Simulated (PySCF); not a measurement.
Vinyl ether, C₄H₆O.
Numbering: `[CH2:1]=[CH:2][O:3][CH:4]=[CH2:5]` (hydrogens: H6, H7 on C1; H8 on C2; H9 on C4; H10, H11 on C5)

The same species was optimised twice, with GFN2-xTB and with PBE0-D3(BJ)/def2-SVP (PySCF), and the same property calculations (PySCF, gas phase) were run on both structures.

| coordinate | GFN2-xTB | PBE0-D3(BJ)/def2-SVP | change |
| --- | --- | --- | --- |
| C1–H7 (Å) | 1.073 | 1.090 | +0.017 |
| C5–H11 (Å) | 1.073 | 1.090 | +0.017 |
| C1–H6 (Å) | 1.075 | 1.092 | +0.017 |
| C5–H10 (Å) | 1.075 | 1.092 | +0.017 |
| C4–H9 (Å) | 1.087 | 1.098 | +0.011 |
| C2–H8 (Å) | 1.087 | 1.098 | +0.011 |
| C1=C2 (Å) | 1.323 | 1.331 | +0.008 |
| C4=C5 (Å) | 1.323 | 1.331 | +0.008 |
| O3–C4 (Å) | 1.355 | 1.352 | -0.003 |
| C2–O3 (Å) | 1.355 | 1.353 | -0.002 |
| C2–C1–H7 (°) | 120.9 | 119.6 | -1.3 |
| H10–C5–H11 (°) | 118.0 | 119.3 | +1.3 |
| H6–C1–H7 (°) | 118.1 | 119.3 | +1.2 |
| C4–C5–H11 (°) | 120.7 | 119.6 | -1.1 |
| O3–C2–H8 (°) | 115.9 | 115.1 | -0.8 |
| O3–C4–H9 (°) | 115.8 | 115.1 | -0.7 |
| C5–C4–H9 (°) | 122.1 | 122.6 | +0.5 |
| C1–C2–O3 (°) | 121.9 | 122.3 | +0.4 |
| C1–C2–O3–C4 (°) | 180 | -177 | +3 |
| C2–O3–C4–C5 (°) | 180 | 179 | -1 |

Rotational constants: A = 35569, B = 2534, C = 2365 MHz (GFN2-xTB) against A = 35180, B = 2520, C = 2352 MHz (PBE0-D3(BJ)/def2-SVP). Atoms that the bonding makes alike are paired by their places after alignment.

On the GFN2-xTB structure: HOMO (eV) -6.45 [PBE0/pcSseg-1]; LUMO (eV) 0.33 [PBE0/pcSseg-1]; dipole (D) 1.41 [PBE0/pcSseg-1]; GIAO shielding of C1/C5 (mean) (ppm) 90.5 [PBE0/pcSseg-1]; GIAO shielding of C2/C4 (mean) (ppm) 29.1 [PBE0/pcSseg-1]; GIAO shielding of O3 (ppm) 133.6 [PBE0/pcSseg-1].

Task: What do these properties become on the PBE0-D3(BJ)/def2-SVP structure?

Result: 
| property | level | on GFN2-xTB | on PBE0-D3(BJ)/def2-SVP | change |
| --- | --- | --- | --- | --- |
| HOMO (eV) | PBE0/pcSseg-1 | -6.45 | -6.43 | +0.02 |
| LUMO (eV) | PBE0/pcSseg-1 | 0.33 | 0.27 | -0.06 |
| dipole (D) | PBE0/pcSseg-1 | 1.41 | 1.39 | -0.02 |
| energy, GFN2-xTB geometry as zero (kcal/mol) | PBE0/pcSseg-1 | 0.0 | -0.2 | -0.2 |
| GIAO shielding of C1/C5 (mean) (ppm) | PBE0/pcSseg-1 | 90.5 | 88.7 | -1.8 |
| GIAO shielding of C2/C4 (mean) (ppm) | PBE0/pcSseg-1 | 29.1 | 27.9 | -1.2 |
| GIAO shielding of O3 (ppm) | PBE0/pcSseg-1 | 133.6 | 131.1 | -2.5 |

The heavy atoms differ by 0.015 Å rms after alignment. Among all bonds C1–H6, C1–H7, C5–H10 and C5–H11 change most and about equally (+0.017 Å). Changes are differences of the printed values. Neither structure is proved a minimum here.

Shape of the structure used: `[CH2:1]=[CH:2][O:3][CH:4]=[CH2:5]`: C1–C2–O3–C4 -177°, C2–O3–C4–C5 179°.
